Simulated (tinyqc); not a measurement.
Worked calculation: extended Hueckel theory, for CH3-. The parameters take no account of the charge, which enters only through the electron count, and nothing here shows that the anion is bound. Computed by tinyqc, a small Python program that keeps every step (integrals from PySCF). Settings: charge = -1, K = 1.5, weighted = 1, multiplicity = 1. Command: `OMP_NUM_THREADS=1 python tinyqc.py 30929 30930 out.jsonl` (the two numbers bound the seeds that draw the settings). One thread of a shared host (Intel(R) Xeon(R) Processor @ 2.60GHz), about 0.01 s of CPU time with the checks.

## Overlaps

Geometry (angstrom):
```
atom         x         y        z
C      0.00000   0.00000  0.11500
H      1.00500   0.00000  0.00000
H     -0.50200   0.87000  0.00000
H     -0.50200  -0.87000  0.00000
```

Parameters chosen for this run:
```
element  shell  Slater exponent  H_ii (eV)
H           1s          1.30000  -13.60000
C           2s          1.62500  -21.40000
C           2p          1.62500  -11.40000
```

Slater orbitals, each expanded in six Gaussians scaled to its exponent.

overlap S, order 1C 2s, 1C 2px, 1C 2py, 1C 2pz, 2H 1s, 3H 1s, 4H 1s:
$$\begin{pmatrix}
1.00000 & 0.00000 & 0.00000 & 0.00000 & 0.53708 & 0.53740 & 0.53740 \\
0.00000 & 1.00000 & 0.00000 & 0.00000 & 0.51322 & -0.25658 & -0.25658 \\
0.00000 & 0.00000 & 1.00000 & 0.00000 & 0.00000 & 0.44466 & -0.44466 \\
0.00000 & 0.00000 & 0.00000 & 1.00000 & -0.05873 & -0.05878 & -0.05878 \\
0.53708 & 0.51322 & 0.00000 & -0.05873 & 1.00000 & 0.15816 & 0.15816 \\
0.53740 & -0.25658 & 0.44466 & -0.05878 & 0.15816 & 1.00000 & 0.15818 \\
0.53740 & -0.25658 & -0.44466 & -0.05878 & 0.15816 & 0.15818 & 1.00000
\end{pmatrix}$$

## Wolfsberg-Helmholz matrix

diagonal H_ii (eV): 1C 2s -21.40000, 1C 2px -11.40000, 1C 2py -11.40000, 1C 2pz -11.40000, 2H 1s -13.60000, 3H 1s -13.60000, 4H 1s -13.60000

K = 1.50000

H_ij = K' S_ij (H_ii + H_jj)/2 for i != j (the diagonal keeps H_ii), with K' = K + D^2 + D^4 (1 - K), D = (H_ii - H_jj)/(H_ii + H_jj), K = 1.5.

H (eV), order 1C 2s, 1C 2px, 1C 2py, 1C 2pz, 2H 1s, 3H 1s, 4H 1s:
$$\begin{pmatrix}
-21.40000 & 0.00000 & 0.00000 & 0.00000 & -14.55356 & -14.56225 & -14.56225 \\
0.00000 & -11.40000 & 0.00000 & 0.00000 & -9.67237 & 4.83555 & 4.83555 \\
0.00000 & 0.00000 & -11.40000 & 0.00000 & 0.00000 & -8.38034 & 8.38034 \\
0.00000 & 0.00000 & 0.00000 & -11.40000 & 1.10679 & 1.10775 & 1.10775 \\
-14.55356 & -9.67237 & 0.00000 & 1.10679 & -13.60000 & -3.22637 & -3.22637 \\
-14.56225 & 4.83555 & -8.38034 & 1.10775 & -3.22637 & -13.60000 & -3.22690 \\
-14.56225 & 4.83555 & 8.38034 & 1.10775 & -3.22637 & -3.22690 & -13.60000
\end{pmatrix}$$

## Orbitals

valence electrons = 8

Solve H C = S C e through S^(-1/2); fill by pairs from the bottom, a degenerate level sharing its electrons equally; each orbital has its largest coefficient positive (the first on a tie).

orbital energies (eV): [-22.90753, -14.72399, -14.72324, -11.43487, 3.35323, 3.37885, 21.14070]

occupations: [2.00000, 2.00000, 2.00000, 2.00000, 0.00000, 0.00000, 0.00000]

coefficients, order 1C 2s, 1C 2px, 1C 2py, 1C 2pz, 2H 1s, 3H 1s, 4H 1s:
$$\begin{pmatrix}
0.72255 & 0.00000 & -0.00001 & 0.06724 & 0.00108 & 0.00000 & 1.56272 \\
0.00002 & 0.00000 & 0.50023 & -0.00001 & 1.27827 & 0.00000 & -0.00147 \\
0.00000 & 0.50021 & 0.00000 & 0.00000 & 0.00000 & 1.27896 & 0.00000 \\
0.01003 & 0.00000 & 0.00001 & 0.99456 & -0.00012 & 0.00000 & -0.18521 \\
0.16120 & 0.00000 & 0.52386 & -0.02654 & -1.10430 & 0.00000 & -0.85335 \\
0.16132 & 0.45352 & -0.26177 & -0.02654 & 0.55100 & -0.95628 & -0.85580 \\
0.16132 & -0.45352 & -0.26177 & -0.02654 & 0.55100 & 0.95628 & -0.85580
\end{pmatrix}$$

sum of one-electron energies = -127.57924 eV

## Mulliken analysis

P = C n C^T; charge = valence electrons (H 1, C 4) minus the sum of (P S)_ii on the atom; overlap population = 2 sum P_ij S_ij between two atoms.

charges: 1C -1.21810, 2H 0.07253, 3H 0.07278, 4H 0.07278

Overlap populations:
```
pair      value
2-1    0.790169
3-1    0.790440
3-2   -0.069853
4-1    0.790440
4-2   -0.069853
4-3   -0.069872
```
